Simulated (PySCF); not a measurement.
AlCl3. Atoms are numbered in the order given.

```xyz
4

Al     0.0000     0.0000     0.0000
Cl     2.0846     0.0000     0.0000
Cl    -1.0423    -1.8053     0.0000
Cl    -1.0423     1.8053     0.0000
```
Charge 0, spin multiplicity 1.

Geometry: B3LYP-D3(BJ)/def2-SVP. The isomer is the one that the SMILES or the coordinates give; other isomers of the formula were not compared.

The numbers are results of PBE0/pcSseg-2 (PySCF), not measurements.

GIAO shieldings, no solvent; atoms alike by connectivity are averaged. δ = σ(ref) − σ: ³⁵Cl against HCl (σ = 943.3 ppm), references at their B3LYP-D3(BJ)/def2-TZVP geometries, non-relativistic (without spin–orbit terms, shifts of atoms bonded to Cl or Br come out too high).

Computed chemical shifts:
| nucleus | atoms | count | δ (ppm) |
|---|---|---|---|
| ³⁵Cl | Cl2, Cl3, Cl4 | 3 | 32.7 |
